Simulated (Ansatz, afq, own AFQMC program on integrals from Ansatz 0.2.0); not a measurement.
AFQMC on a folder of integrals that Ansatz 0.2.0 wrote.

```yaml
crystal:
  periodic: [false, false, false]
  atoms:
    - {symbol: Zr, position_ang: [0.000000, 0.000000, 0.000000]}
    - {symbol: Cl, position_ang: [0.000000, 0.000000, 7.816000]}
basis:
  gaussian: {orbitals: def2-SVP}
magnetization: {spin_polarized: false, initial_magnetization: 3}
correlation: {method: ccsd_t, electrons: outside_noble_gas, hamiltonian_folder: ham}
```

```sh
$ ansatz run in.yaml --threads 1 --pin off --events-out ev --progress --plain --max-ram 1382MiB
```

afq runs on the folder ham with

```
--method phaseless --trial hf --walkers 120 --populations 1 --least-time 40 --time-step 0.005 --steps-per-block 20 --equilibration-blocks 160 --max-blocks 600 --target-error 0.002400 --factor-cut 1e-05 --start spin_pure --seed 6074 --taylor-order 6
```

Times are imaginary, in 1/Eh. The walk had a cap of 1574 s. Core potentials past Kr, no spin–orbit coupling.

```
orbitals 40  electrons 7 4  factors 270 of 488
reference energy -505.74282954 Eh
CCSD correlation -0.17787097 Eh in 14 cycles, weight of the determinant in the CISD state 0.8763
energy of the start -505.742834 Eh
 block  time / (1/Eh)  mean weight  energy / Eh
     1     0.100  1.0008  -505.774786
     2     0.200  1.0010  -505.802877
     3     0.300  1.0021  -505.827760
     4     0.400  1.0003  -505.852018
     5     0.500  1.0009  -505.859829
     8     0.800  1.0000  -505.872601
    15     1.500  0.9997  -505.881477
    57     5.700  1.0010  -505.918902
    99     9.900  0.9989  -505.909028
   141    14.100  0.9993  -505.918589
   183    18.300  1.0005  -505.929126
   225    22.500  0.9993  -505.912034
   239    23.900  0.9930  -505.889486
   267    26.700  0.9999  -505.914838
   309    30.900  1.0015  -505.937038
   351    35.100  0.9989  -505.937918
   393    39.300  1.0025  -505.955738
   435    43.500  0.9994  -505.906141
   477    47.700  1.0010  -505.902743
   519    51.900  1.0024  -505.941387
   547    54.700  0.9981  -505.907328
blocks merged  error / Eh  count
     1  0.000715  400
     2  0.000942  200
     4  0.001225  100
     8  0.001549  50
    16  0.001807  25
    32  0.002161  12
energy -505.916304 +/- 0.001807 Eh
(rows thinned)
```

Problem. Estimate how long the walk took on 1 thread of Arm Neoverse V1, with other jobs on the host.

Solution. 3.9 min of wall time.

The run passed its tests (sampling time, drift between the halves within three errors, error under three times the target), which doesn't prove that it has relaxed.

Against this walk (error 49.2 meV) on the same determinant: CCSD(T) 196.8 meV lower, a separate phaseless walk with a CISD trial and standard settings 207.8 ± 49.7 meV lower. The error is statistical and leaves out the bias of the constraint. None of these is a sure reference here.

Cautions: constraint bias not in the error; no spin-orbit coupling; outer-core shells of the metal frozen; lower spins were not checked; higher spins were not checked.
